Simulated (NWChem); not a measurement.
Everything below was run with NWChem. System: chloromethane (CH$_{3}$Cl), charge 0, spin multiplicity 1, at a geometry optimised with PBE/def2-SVP. Level: RHF/def2-TZVP.

Input file:

```
start mol
memory heap 200 mb stack 800 mb global 1000 mb
geometry units angstroms nocenter noautoz
  C      1.127872    -0.056818     0.000000
  Cl    -0.660971     0.033297     0.000000
  H      1.463483    -0.596686     0.904647
  H      1.463483    -0.596686    -0.904647
  H      1.542311     0.968228     0.000000
  symmetry group Cs
end
basis spherical
  * library def2-tzvp
end
scf
  rhf
  nopen 0
  maxiter 100
  thresh 1e-7
  semidirect memsize 60000000 filesize 0
end
task scf energy
```

Output (cleaned and shortened):

```
             Northwest Computational Chemistry Package (NWChem) 7.3.0
             --------------------------------------------------------

                                NWChem Input Module
                                -------------------

 Scaling coordinates for geometry "geometry" by  1.889725989
 (inverse scale =  0.529177249)

 Turning off AUTOSYM since
 SYMMETRY directive was detected!

                             Geometry "geometry" -> ""
                             -------------------------

 Output coordinates in angstroms (scale by  1.889725989 to convert to a.u.)

  No.       Tag          Charge          X              Y              Z
 ---- ---------------- ---------- -------------- -------------- --------------
    1 C                    6.0000     1.12787200    -0.05681800     0.00000000
    2 Cl                  17.0000    -0.66097100     0.03329700     0.00000000
    3 H                    1.0000     1.46348300    -0.59668600     0.90464700
    4 H                    1.0000     1.46348300    -0.59668600    -0.90464700
    5 H                    1.0000     1.54231100     0.96822800     0.00000000

 Effective nuclear repulsion energy (a.u.)      50.9037397874

            Nuclear Dipole moment (a.u.)
            ----------------------------
        X                 Y               Z
 ---------------- ---------------- ----------------
     0.0000037795    -0.0000056692     0.0000000000

      Symmetry information
      --------------------

 Group name             Cs
 Group number              2
 Group order               2
 No. of unique centers     4

      Symmetry unique atoms

     1    2    3    5


 Summary of "ao basis" -> "" (spherical)
 ------------------------------------------------------------------------------
       Tag                 Description            Shells   Functions and Types
 ---------------- ------------------------------  ------  ---------------------
 *                         def2-tzvp                  on all atoms

 Summary of "ao basis" -> "ao basis" (spherical)
 ------------------------------------------------------------------------------
       Tag                 Description            Shells   Functions and Types
 ---------------- ------------------------------  ------  ---------------------
 C                         def2-tzvp                11       31   5s3p2d1f
 Cl                        def2-tzvp                13       37   5s5p2d1f
 H                         def2-tzvp                 4        6   3s1p

                                 NWChem SCF Module
                                 -----------------

  ao basis        = "ao basis"
  functions       =    86
  atoms           =     5
  closed shells   =    13
  open shells     =     0
  charge          =   0.00
  wavefunction    = RHF
  use symmetry    = T
  symmetry adapt  = T

 Summary of "ao basis" -> "ao basis" (spherical)
 ------------------------------------------------------------------------------
       Tag                 Description            Shells   Functions and Types
 ---------------- ------------------------------  ------  ---------------------
 C                         def2-tzvp                11       31   5s3p2d1f
 Cl                        def2-tzvp                13       37   5s5p2d1f
 H                         def2-tzvp                 4        6   3s1p

      Symmetry analysis of basis
      --------------------------

        a'         57
        a"         29

 Forming initial guess at       0.1s

      Superposition of Atomic Density Guess
      -------------------------------------

 Sum of atomic energies:        -498.64844441

      Non-variational initial energy
      ------------------------------

 Total energy =    -499.321341
 1-e energy   =    -787.702839
 2-e energy   =     237.477758
 HOMO         =      -0.383766
 LUMO         =       0.046061

      Symmetry analysis of molecular orbitals - initial
      -------------------------------------------------

  Numbering of irreducible representations:

     1 a'          2 a"

  Orbital symmetries:

     1 a'          2 a'          3 a'          4 a'          5 a'
     6 a"          7 a'          8 a'          9 a'         10 a"
    11 a'         12 a'         13 a"         14 a'         15 a'
    16 a"         17 a'         18 a'         19 a'         20 a"
    21 a'         22 a"         23 a'

 Starting SCF solution at       0.9s

 ----------------------------------------------
         Quadratically convergent ROHF

 Convergence threshold     :          1.000E-07
 Maximum no. of iterations :          100
 Final Fock-matrix accuracy:          1.000E-09
 ----------------------------------------------

              iter       energy          gnorm     gmax       time
             ----- ------------------- --------- --------- --------
                 1     -499.1153998556  5.13D-01  1.59D-01      1.0
                 2     -499.1351862921  1.95D-01  7.71D-02      1.1
                 3     -499.1382869774  1.16D-02  4.05D-03      1.2
                 4     -499.1383079681  8.38D-05  1.96D-05      1.4
                 5     -499.1383079689  2.93D-09  6.65D-10      1.8

       Final RHF  results
       ------------------

         Total SCF energy =   -499.138307968915
      One-electron energy =   -789.327302989059
      Two-electron energy =    239.285255232783
 Nuclear repulsion energy =     50.903739787361

        Time for solution =      0.9s

       Symmetry analysis of molecular orbitals - final
       -----------------------------------------------

  Numbering of irreducible representations:

     1 a'          2 a"

  Orbital symmetries:

     1 a'          2 a'          3 a'          4 a'          5 a"
     6 a'          7 a'          8 a'          9 a'         10 a"
    11 a'         12 a"         13 a'         14 a'         15 a'
    16 a'         17 a"         18 a'         19 a'         20 a"
    21 a'         22 a"         23 a'

             Final eigenvalues
             -----------------

              1
    1 -104.8217
    2  -11.2962
    3  -10.5494
    4   -8.0163
    5   -8.0148
    6   -8.0148
    7   -1.1229
    8   -0.9094
    9   -0.6098
   10   -0.6098
   11   -0.5444
   12   -0.4344
   13   -0.4344
   14    0.1405
   15    0.1859
   16    0.2102
   17    0.2102
   18    0.3092
   19    0.3243
   20    0.3243
   21    0.4052
   22    0.5124
   23    0.5124

                       ROHF Final Molecular Orbital Analysis
                       -------------------------------------

 Vector   11  Occ=2.000000D+00  E=-5.444359D-01  Symmetry=a'
              MO Center= -2.3D-02,  1.2D-03,  1.5D-15, r^2= 1.9D+00
   Bfn.  Coefficient  Atom+Function         Bfn.  Coefficient  Atom+Function
  ----- ------------  ---------------      ----- ------------  ---------------
    46      0.414575  2 Cl px                 6     -0.236422  1 C  px
     9     -0.234038  1 C  px                49      0.224248  2 Cl px
    43      0.193313  2 Cl px                37     -0.157014  2 Cl px

 Vector   12  Occ=2.000000D+00  E=-4.343991D-01  Symmetry=a"
              MO Center= -4.0D-01, -1.7D-02,  2.7D-10, r^2= 1.7D+00
   Bfn.  Coefficient  Atom+Function         Bfn.  Coefficient  Atom+Function
  ----- ------------  ---------------      ----- ------------  ---------------
    48      0.517986  2 Cl pz                51      0.368530  2 Cl pz
    45      0.245223  2 Cl pz                39     -0.190269  2 Cl pz

 Vector   13  Occ=2.000000D+00  E=-4.343991D-01  Symmetry=a'
              MO Center= -4.0D-01,  5.8D-02, -2.7D-10, r^2= 1.7D+00
   Bfn.  Coefficient  Atom+Function         Bfn.  Coefficient  Atom+Function
  ----- ------------  ---------------      ----- ------------  ---------------
    47      0.517330  2 Cl py                50      0.368063  2 Cl py
    44      0.244912  2 Cl py                38     -0.190028  2 Cl py

 Vector   14  Occ=0.000000D+00  E= 1.404706D-01  Symmetry=a'
              MO Center=  1.5D+00, -7.6D-02,  4.6D-16, r^2= 5.6D+00
   Bfn.  Coefficient  Atom+Function         Bfn.  Coefficient  Atom+Function
  ----- ------------  ---------------      ----- ------------  ---------------
     5      4.015535  1 C  s                 71     -1.772208  3 H  s
    77     -1.772208  4 H  s                 83     -1.772202  5 H  s
    36     -0.587947  2 Cl s                 49     -0.415401  2 Cl px
     3      0.240114  1 C  s                 12      0.240872  1 C  px
    70      0.233089  3 H  s                 76      0.233089  4 H  s

 Vector   15  Occ=0.000000D+00  E= 1.859249D-01  Symmetry=a'
              MO Center=  4.7D-01, -2.4D-02,  4.0D-15, r^2= 4.8D+00
   Bfn.  Coefficient  Atom+Function         Bfn.  Coefficient  Atom+Function
  ----- ------------  ---------------      ----- ------------  ---------------
    12      1.611875  1 C  px                36      1.261311  2 Cl s
     5      1.221021  1 C  s                 49      0.971094  2 Cl px
    71     -0.910701  3 H  s                 77     -0.910701  4 H  s
    83     -0.910733  5 H  s                  4     -0.487044  1 C  s
     9      0.245866  1 C  px                 6      0.195724  1 C  px

 Vector   16  Occ=0.000000D+00  E= 2.101747D-01  Symmetry=a'
              MO Center=  1.6D+00,  7.2D-01,  1.0D-10, r^2= 4.8D+00
   Bfn.  Coefficient  Atom+Function         Bfn.  Coefficient  Atom+Function
  ----- ------------  ---------------      ----- ------------  ---------------
    83      3.016181  5 H  s                 13     -1.835023  1 C  py
    71     -1.508103  3 H  s                 77     -1.508103  4 H  s
    82     -0.400727  5 H  s                 50      0.268868  2 Cl py
     7     -0.200142  1 C  py                70      0.200364  3 H  s
    76      0.200364  4 H  s

 center of mass
 --------------
 x =  -0.19182464 y =   0.00966312 z =   0.00000000

 moments of inertia (a.u.)
 ------------------
          12.099563690257           6.312964975418           0.000000000000
           6.312964975418         137.097804434010           0.000000000000
           0.000000000000           0.000000000000         137.415854637899

  Mulliken analysis of the total density
  --------------------------------------

    Atom       Charge   Shell Charges
 -----------   ------   -------------------------------------------------------
    1 C    6     6.22   0.85  1.12  0.48  0.72  0.03  1.18  1.42  0.30  0.02  0.08  0.01
    2 Cl  17    17.18   2.01  0.45  1.52  1.09  0.85  4.18  1.69  1.08  2.80  1.46  0.01  0.04  0.00
    3 H    1     0.87   0.26  0.48  0.10  0.02
    4 H    1     0.87   0.26  0.48  0.10  0.02
    5 H    1     0.87   0.26  0.48  0.10  0.02

       Multipole analysis of the density wrt the origin
       ------------------------------------------------

     L   x y z        total         open         nuclear
     -   - - -        -----         ----         -------
     0   0 0 0     -0.000000      0.000000     26.000000

     1   1 0 0      0.832238      0.000000      0.000004
     1   0 1 0     -0.041925      0.000000     -0.000006
     1   0 0 1     -0.000000      0.000000      0.000000

     2   2 0 0    -13.465740      0.000000     77.570177
     2   1 1 0     -0.069829      0.000000     -3.613251
     2   1 0 1     -0.000000      0.000000      0.000000
     2   0 2 0    -14.848229      0.000000      6.027068
     2   0 1 1      0.000000      0.000000      0.000000
     2   0 0 2    -14.851756      0.000000      5.845019

 Task  times  cpu:        1.8s     wall:        1.8s

 Total times  cpu:        1.8s     wall:        1.8s
```
